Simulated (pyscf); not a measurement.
Structures and frequencies: ωB97X-D3(BJ)/def2-SVP in PySCF. MP2 and CC: frozen core, UHF for open shells. ΔMP2 is the change of the MP2 total energy from the triple- to the quadruple-zeta basis.

Task: How much does it cost (ΔH, 298 K, CCSD(T)/def2-TZVPP + ΔMP2(QZVPP)) to split `[F][In]([Cl])[Cl]` at its F–In bond into F• + [Cl–In–Cl]•?

Result: F–In to F• + [Cl–In–Cl]•: 442.2 kJ/mol. The radicals are drawn with the spin at the cut bond; how far it spreads was not checked. The CCSD(T) − MP2 part came from Ansatz, without density fitting, on the same reference. The frozen core leaves the outer d or s,p core shells of the metals and heavy elements correlated in the MP2 and CC values, and def2-TZVPP describes them poorly, which can shift differences by a few kcal/mol. Left out: the spin-orbit lowering of F. Elements past Kr carry the def2 core potentials, without spin-orbit coupling.
